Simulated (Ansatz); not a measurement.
We consider fcc Al, described by rVV10 (plane waves, PAW; Ansatz, a quantum-chemistry and plane-wave program).

Numerical settings: plane-wave cutoff 520 eV, 24×24×24 k mesh, Fermi–Dirac smearing 0.05 eV, scalar-relativistic PAW data made under PBE.

Energies at three volumes about the minimum:

```
V (Å³/atom)  E − E_lowest (meV/atom)
-----------  -----------------------
15.983                          1.64
16.310                          0.00
16.636                          1.53
```

Task: Fit a parabola by hand: where is the minimum, what lattice constant follows, and what is the bulk modulus?

Result: Slopes: (0.00 − 1.64)/(16.310 − 15.983) = -5.015 and (1.53 − 0.00)/(16.636 − 16.310) = 4.693 meV/Å³. Curvature E″ = 2 × (4.693 − (-5.015))/(16.636 − 15.983) = 29.734 meV/Å⁶. From the middle of the first interval, the slope vanishes at V0 = 16.1465 − (-5.015)/29.734 = 16.315 Å³/atom. B = V0 E″ = 16.315 × 29.734 meV/Å³ × 0.1602 GPa per meV/Å³ = 77.7 GPa. With 4 atoms in the cube, a = (4 × 16.315)^(1/3) = 4.026 Å. The full Birch–Murnaghan fit to all volumes gives V0 = 16.308 Å³/atom and B0 = 77.7 GPa.

Measured, for comparison: bulk modulus 80.8 GPa (corrected for temperature and zero-point phonon effects, our sources range from 77.1 to 82.0; as tabulated in Levämäki et al. (2014), arXiv:1402.3671); lattice constant a 4.018 Å (static lattice: zero-point anharmonic expansion removed; as tabulated in Mejia-Rodriguez and Trickey (2018), arXiv:1807.09216). Computed (rounded) less measured: bulk modulus -4 % (inside the range of the sources held).
